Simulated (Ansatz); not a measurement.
# [NH3]+ (SMILES [NH3+]): UBCCD(T)/3-21G

Aim: the energy change on altering one bond length of [NH3]+ at UBCCD(T)/3-21G, from 2 runs. 

The results are computed with Ansatz 0.2.0.

## (1) The system as given

The species is [NH3]+ (4 atoms), meant as a doublet with charge +1. As SMILES, `[NH3+]`. The coordinates come from a GFN2-xTB relaxation.

Bond lengths: N1–H2 1.028 Å, N1–H3 1.028 Å, N1–H4 1.028 Å. Angles: H2–N1–H3 120.0°, H2–N1–H4 120.0°, H3–N1–H4 120.0°.

## (2) A single-point energy at UBCCD(T)/3-21G

run.yaml

```yaml
crystal:
  periodic: [false, false, false]
  atoms:
    - {symbol: "N", position_ang: [0.000140, -0.000820, -0.000330]}
    - {symbol: H, position_ang: [0.510700, -0.238750, 0.859300]}
    - {symbol: H, position_ang: [-0.995460, -0.239520, -0.089810]}
    - {symbol: H, position_ang: [0.484620, 0.479080, -0.769160]}
basis:
  gaussian:
    orbitals: 3-21G.json
total_charge: 1
magnetization:
  spin_polarized: true
  initial_magnetization: 1
correlation:
  method: bccd_t
  frozen_orbitals: {H: 0, "N": 1}
accuracy: high
scf:
  omitted_lower_state_checks: [cluster_reference, increment]
```

The basis set 3-21G is read from a file made from the Basis Set Exchange's data (not shown).

Run with:

```console
$ ansatz run run.yaml --threads 1 --pin off --max-ram 2610MiB --events-out events.jsonl --progress --plain --runs-dir runs
```

Standard output, cut to the lines that bear on the results:

```text
Warning: RAYON_NUM_THREADS=1 ignored (pool sized by the plan → 1); use --threads N
Functional definition: HF
  name "HF"
[...]
291 factors; integrals over basis functions are off by at most 4.4e-9 eV
[...]
mean field -1512.30278029 eV, -55.5761021001 hartree, gradient 2.8e-8 eV, S^2 0.760116; 0 other end points of the search recorded, 0 dependent functions left out
1 core orbitals not correlated: weight in the atoms' cores, before any rotation towards them, 1.000 or more for the frozen orbitals, at most 0.000 for the correlated occupied ones
reference -1512.30278029 eV, -55.5761021001 hartree; 4, 3 occupied and 10, 11 virtual orbitals, 291 factors
second order -2.38782752 eV of doubles, -0.00000000 eV of singles
cycle   1  -2.66855625 eV  change   -2.8e-1 eV  update   3.4e-2
[...]
cycle  18  -2.81572915 eV  change   1.5e-10 eV  update  3.9e-10
perturbative correction -0.03042902 eV, -0.0011182457 hartree
Total energy: -1515.14893846 eV, -55.6806964836 hartree
Checks for a lower state left out: cluster_reference, increment
```

Wall time 0.2 s (1 thread of Arm Neoverse V1, shared host).

## (3) The distorted shape, same level

input.yaml

```yaml
crystal:
  periodic: [false, false, false]
  atoms:
    - {symbol: "N", position_ang: [-0.127513, 0.058669, -0.215260]}
    - {symbol: H, position_ang: [0.510700, -0.238750, 0.859300]}
    - {symbol: H, position_ang: [-1.123113, -0.180031, -0.304740]}
    - {symbol: H, position_ang: [0.356967, 0.538569, -0.984090]}
basis:
  gaussian: {orbitals: 3-21G.json}
total_charge: 1
magnetization: {spin_polarized: true, initial_magnetization: 1}
correlation: {method: bccd_t, frozen_orbitals: {H: 0, "N": 1}}
accuracy: high
scf: {omitted_lower_state_checks: [cluster_reference, increment]}
```

The basis set 3-21G is read from a file made from the Basis Set Exchange's data (not shown).

Run with:

```console
$ ansatz run input.yaml --threads 1 --pin off --max-ram 2610MiB --events-out events.jsonl --progress --plain --runs-dir runs
```

Standard output, cut to the lines that bear on the results:

```text
Warning: RAYON_NUM_THREADS=1 ignored (pool sized by the plan → 1); use --threads N
[... 2 set-up lines as earlier in the session ...]
[...]
290 factors; integrals over basis functions are off by at most 2.6e-9 eV
[...]
mean field -1511.38926212 eV, -55.5425309266 hartree, gradient 2.9e-8 eV, S^2 0.770189; 0 other end points of the search recorded, 0 dependent functions left out
1 core orbitals not correlated: weight in the atoms' cores, before any rotation towards them, 1.000 or more for the frozen orbitals, at most 0.000 for the correlated occupied ones
reference -1511.38926212 eV, -55.5425309266 hartree; 4, 3 occupied and 10, 11 virtual orbitals, 290 factors
second order -2.50064236 eV of doubles, -0.00000000 eV of singles
cycle   1  -2.79027956 eV  change   -2.9e-1 eV  update   4.1e-2
[...]
cycle  21  -2.98040783 eV  change  -7.1e-10 eV  update  4.4e-10
perturbative correction -0.04055643 eV, -0.0014904214 hartree
Total energy: -1514.41022638 eV, -55.6535493155 hartree
Checks for a lower state left out: cluster_reference, increment
```

Wall time 0.22 s (1 thread of Arm Neoverse V1, shared host).

## (4) What came out

Level: UBCCD(T)/3-21G, 1 core orbital frozen.

```
                                                         quantity         value
                                        first shape: total energy  -55.68070 Eh
          first shape: correlation energy (1 core orbital frozen)    -104.6 mEh
                                      first shape: (T) correction     -1.12 mEh
                   first shape: ⟨S²⟩ of the reference determinant         0.760
                                    distorted shape: total energy  -55.65355 Eh
      distorted shape: correlation energy (1 core orbital frozen)    -111.0 mEh
                                  distorted shape: (T) correction     -1.49 mEh
               distorted shape: ⟨S²⟩ of the reference determinant         0.770
energy change with the N1–H2 bond stretched from 1.028 to 1.285 Å      0.739 eV
```

**Reading.** With the N1–H2 bond stretched from 1.028 to 1.285 Å the energy rises by 0.74 eV (17.0 kcal/mol). The first shape isn't relaxed at this level, so the change isn't measured from a minimum. The triples (first shape) make up 1.1 % of the correlation energy. The triples (distorted shape) make up 1.3 % of the correlation energy.
